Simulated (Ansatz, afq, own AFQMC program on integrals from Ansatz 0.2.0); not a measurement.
AFQMC on a folder of integrals that Ansatz 0.2.0 wrote.

```yaml
crystal:
  periodic: [false, false, false]
  atoms:
    - {symbol: Ge, position_ang: [-0.279676, -0.002127, 0.000875]}
    - {symbol: N, position_ang: [1.614684, 0.012278, -0.005052]}
    - {symbol: H, position_ang: [-0.771963, 1.453501, 0.003931]}
    - {symbol: H, position_ang: [-0.751362, -0.736741, 1.265415]}
    - {symbol: H, position_ang: [-0.759290, -0.734117, -1.262204]}
basis:
  gaussian: {orbitals: cc-pVDZ}
magnetization: {spin_polarized: true, initial_magnetization: 2}
correlation: {method: ccsd_t, electrons: outside_noble_gas, hamiltonian_folder: ham}
```

```sh
$ ansatz run in.yaml --threads 1 --pin off --events-out ev --progress --plain --max-ram 1382MiB
```

Options of the walk:

```
--method phaseless --trial cisd --walkers 60 --populations 1 --least-time 40 --time-step 0.005 --steps-per-block 50 --equilibration-blocks 28 --max-blocks 300 --target-error 0.00042 --factor-cut 1e-05 --start spin_pure --seed 5023 --release-times 0.24,0.51,0.99,1.62,2.4 --release-step 0.03 --release-every 4 --taylor-order 6
```

Times are imaginary, in 1/Eh. The walk had a cap of 1833 s. Filled inner d shells are frozen with the cores.

Output of the walk:

```
orbitals 41  electrons 7 5  factors 330 of 591
reference energy -2131.45853306 Eh
CCSD correlation -0.23657601 Eh in 12 cycles, weight of the determinant in the CISD state 0.8912
energy of the start -2131.694670 Eh
 block  time / (1/Eh)  mean weight  energy / Eh
     1     0.250  1.0000  -2131.691553
     2     0.500  1.0007  -2131.693431
     3     0.750  1.0006  -2131.696069
     4     1.000  1.0001  -2131.699337
     5     1.250  1.0001  -2131.698080
    10     2.500  0.9983  -2131.698205
    31     7.750  1.0004  -2131.700774
    56    14.000  1.0025  -2131.700022
    66    16.500  1.0011  -2131.696955
    81    20.250  0.9995  -2131.702803
    91    22.750  1.0015  -2131.707949
   106    26.500  0.9996  -2131.700654
   131    32.750  1.0007  -2131.698354
   156    39.000  1.0003  -2131.704589
   181    45.250  0.9995  -2131.701327
   206    51.500  1.0019  -2131.702257
   216    54.000  0.9998  -2131.705936
blocks merged  error / Eh  count
     1  0.000215  190
     2  0.000270  95
     4  0.000333  47
     8  0.000396  23
    16  0.000479  11
released: time / (1/Eh)  energy / Eh  error  mean overlap
  0.24  -2131.700973  0.000330  1.0093
  0.51  -2131.700989  0.000301  1.0016
  0.99  -2131.701764  0.000411  0.9907
  1.62  -2131.701755  0.000415  0.9888
  2.40  -2131.700952  0.000523  0.9981
energy -2131.700759 +/- 0.000396 Eh
(rows thinned)
```

The run passed its tests (sampling time, drift between the halves within three errors, error under three times the target), which doesn't prove that it has relaxed. The second half of the sampling lies below the first by 1.9 errors of their difference, so the energy may still be moving and its error bar be too small.

Against this walk (error 10.8 meV) on the same determinant: CCSD(T) 21.8 meV higher. The error is statistical and leaves out the bias of the constraint. Released to 2.40 1/Eh the energy moves by -5 ± 18 meV (both errors), within twice the noise.

Cautions: constraint bias not in the error; no relativity below Rb; no spin-orbit coupling; inner d shell frozen; lower spins were not checked.

The walk took 6.3 min on 1 thread of Arm Neoverse V2 (shared host). The log's last line is the phaseless energy.

A walk keeps the symmetry of its determinant, which the program's search chose and which needn't be the lowest solution, so a lower state of the same spin and another symmetry isn't excluded.
